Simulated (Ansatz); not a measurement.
A made-up structure of SiNH5S, closed shell:

```
8
angstrom
N 0.3435 0.2185 0.2208
Si -0.9487 0.7636 -0.7502
S 0.5616 -1.9188 0.1173
H -2.2585 0.2283 -0.6311
H -0.7017 1.2888 -2.0462
H 0.2039 0.4355 1.2076
H 1.1721 0.6981 -0.1312
H 1.0051 -2.0336 1.3799
```

It is relaxed with PBE-D4/def2-SVP and then PBE0-D4/def2-TZVP (Ansatz 0.2.0). Atoms count as bonded within 1.22 times the sum of their covalent radii (H–H: 0.88 Å). The end point is not checked to be a true minimum.

Q: Does its bonding change? (A judgement: the text doesn't fix the answer.)

A: Computed: Yes. Formed: N1–S3; broken: none.

Where it ends: The first stage lowers the energy by 1.13 eV in 10 steps. It ends as SiNH₅S ([SiH2][NH2][SH]):
```xyz
8
angstrom
N 0.2619 0.1700 0.3445
Si -1.0207 1.2609 -0.7884
S 0.3124 -1.5340 -0.0217
H -2.0912 0.2042 -0.5489
H -0.4706 0.5712 -2.0300
H -0.0246 0.3230 1.3069
H 1.1749 0.5943 0.2099
H 1.2353 -1.9092 0.8947
```

Labels in which every atom is bracketed show which atoms are joined, not bond orders.

For scale, one of the runs: PBE0-D4/def2-TZVP relaxation, 135 basis functions, launched by `ansatz run in.yaml --threads 2 --pin off --events-out ev --progress --plain --max-ram 4352MiB`. Hardware: 2 CPU threads of an Arm Neoverse V1, shared host. Wall time about 40 s.
